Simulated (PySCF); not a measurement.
1,2-dimethyl-1,2-diazetidine, C4H10N2.
Geometry (PBE0-D3(BJ)/def2-SVP, Å), atoms numbered from 1 in this order:
```
atom  x, y, z in Å
C1    -1.3796   -1.3121   -0.2572
N2    -0.5708   -0.3028    0.3721
C3    -1.0204    1.0848    0.2284
C4     0.4244    1.4389   -0.1162
N5     0.6347    0.0135   -0.3834
C6     1.8204   -0.5793    0.1745
H7    -1.6165   -1.0767   -1.3158
H8    -0.8591   -2.2816   -0.2247
H9    -2.3179   -1.4203    0.3088
H10   -1.4652    1.5273    1.1322
H11   -1.7069    1.2303   -0.6281
H12    0.6111    2.1066   -0.9705
H13    0.9905    1.8019    0.7639
H14    2.6980   -0.1966   -0.3694
H15    1.9396   -0.3659    1.2572
H16    1.7944   -1.6710    0.0356
```

The closed-shell ground state was solved at several levels (PySCF, density fitting, gas phase, non-relativistic).

```
              level  basis functions  total energy (Eh)  HOMO (eV)  LUMO (eV)  gap (eV)  dipole (D)
      PBE0/pcSseg-1              152          -267.5185      -5.54       1.71      7.25        0.66
CAM-B3LYP/def2-SVPD              200          -267.5467      -7.05       1.54      8.59        0.68
        B3LYP/pcJ-1              262          -267.8859      -5.33       1.42      6.75        0.67
```

Estimate the row for wB97X-D/pcSseg-2, a basis of 356 functions; the other rows only guide the guess.

Total energy -267.8820 Eh, HOMO -7.50 eV, LUMO 2.45 eV, gap 9.95 eV, dipole 0.65 D.

Over all these levels, which gives the widest orbital gap and which the narrowest?

wB97X-D/pcSseg-2 (range-separated hybrid) has the widest, 9.95 eV, and B3LYP/pcJ-1 (global hybrid, 20 % exact exchange) the narrowest, 6.75 eV. Functional and basis both differ between the two, so the spread mixes both effects.

How far do the dipole and the HOMO energy spread over the levels?

The dipole runs from 0.65 to 0.68 D (mean 0.67 D) and the HOMO from -7.50 to -5.33 eV.

One conformer stands for the species.

The pairwise dispersion term of wB97X-D wasn't added to the energies; at a given geometry it leaves orbitals and properties as they are.
